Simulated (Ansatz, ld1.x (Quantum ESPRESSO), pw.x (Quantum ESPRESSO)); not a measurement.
**rhodium: does the TM potential hold in the solid?**

Rh, norm-conserving Troullier–Martins (Kleinman–Bylander form), made with ld1.x (Quantum ESPRESSO) 7.5 (LDA (PW92), scalar-relativistic). Core [Kr], reference 4d8 5s1 5p0. Waves: 5p (bound, empty): rc 2.70 bohr; 4d (bound): rc 1.45 bohr; 5s (bound): rc 2.28 bohr. Local part: the s channel. Core correction: Bessel-smoothed model core inside 0.70 bohr.

Atomic tests: cutoffs needed: 60 Ry and 80 Ry (the cutoffs (Ry, on a coarse ladder) from which the occupation-weighted sum of valence levels, in a spherical-Bessel basis at the reference potential, stays within 10 and 1 mRy of its value at 400 Ry); ghost test: no extra level below or beside the all-electron valence levels (p, d, s, f tested) (spherical-Bessel basis up to 400 Ry, 20 bohr box); largest excitation error: -667 meV (all-electron minus pseudo) for 4d6 5s0 5p0, out of 7 test configurations.

Crystal test: diamond Rh in pw.x 7.5, no spin, 9³ k-points, Fermi–Dirac smearing 0.01 Ry, cutoffs 100/400 Ry. The lattice is a test structure that the element need not adopt, and mesh and smearing are coarse.

pw.x input:

```
&control
  calculation='scf', prefix='x', pseudo_dir='./', outdir='./tmp', tstress=.true., disk_io='none'
/
&system
  ibrav=0, nat=2, ntyp=1, ecutwfc=100, ecutrho=400, nbnd=17,
  occupations='smearing', smearing='fd', degauss=0.01
/
&electrons
  conv_thr=1e-09, mixing_beta=0.4, electron_maxstep=70
/
ATOMIC_SPECIES
Rh 1.0 Rh.UPF
CELL_PARAMETERS angstrom
  0.00000000 2.69830712 2.69830712
  2.69830712 0.00000000 2.69830712
  2.69830712 2.69830712 0.00000000
ATOMIC_POSITIONS crystal
Rh 0.0000 0.0000 0.0000
Rh 0.2500 0.2500 0.2500
K_POINTS automatic
9 9 9 0 0 0
```

```bash
pw.x < Rh.scf.in > Rh.scf.out
```

Task: How does the run end?

Result: It converges; the pressure is 10.57 GPa against -0.14 GPa from all-electron LAPW. The largest radius (2.70 bohr) exceeds half the bond length (2.21 bohr), so the spheres overlap, which is one possible source of error among others. This is a poor potential for the solid. The log shows:

```
     number of k points=    35  Fermi-Dirac smearing, width (Ry)=  0.0100
     iteration #  1     ecut=   100.00 Ry     beta= 0.40
     total energy              =    -176.15689757 Ry
     estimated scf accuracy    <       0.14794291 Ry
     iteration #  2     ecut=   100.00 Ry     beta= 0.40
     total energy              =    -176.18622291 Ry
     estimated scf accuracy    <       0.00678258 Ry
     iteration #  3     ecut=   100.00 Ry     beta= 0.40
     total energy              =    -176.18596611 Ry
     estimated scf accuracy    <       0.00174822 Ry
     iteration #  4     ecut=   100.00 Ry     beta= 0.40
     total energy              =    -176.18610820 Ry
     estimated scf accuracy    <       0.00001514 Ry
     iteration #  5     ecut=   100.00 Ry     beta= 0.40
     total energy              =    -176.18610982 Ry
     estimated scf accuracy    <       0.00000567 Ry
     iteration #  6     ecut=   100.00 Ry     beta= 0.40
     total energy              =    -176.18611005 Ry
     estimated scf accuracy    <       0.00000073 Ry
     iteration #  7     ecut=   100.00 Ry     beta= 0.40
     total energy              =    -176.18611011 Ry
     estimated scf accuracy    <       0.00000006 Ry
     iteration #  8     ecut=   100.00 Ry     beta= 0.40
     total energy              =    -176.18611011 Ry
     estimated scf accuracy    <       0.00000001 Ry
     iteration #  9     ecut=   100.00 Ry     beta= 0.40
     the Fermi energy is    10.0253 ev
!    total energy              =    -176.18611011 Ry
     estimated scf accuracy    <          9.8E-10 Ry
     smearing contrib. (-TS)   =      -0.01236791 Ry
     The total energy is F=E-TS. E is the sum of the following terms:
     one-electron contribution =       1.78626611 Ry
     hartree contribution      =      17.32075373 Ry
     xc contribution           =    -109.70998685 Ry
     ewald contribution        =     -85.57077518 Ry
     convergence has been achieved in   9 iterations
          total   stress  (Ry/bohr**3)                   (kbar)     P=      105.65
     Message from routine punch:
     Nothing written, as per user request (disk_io='none')
```
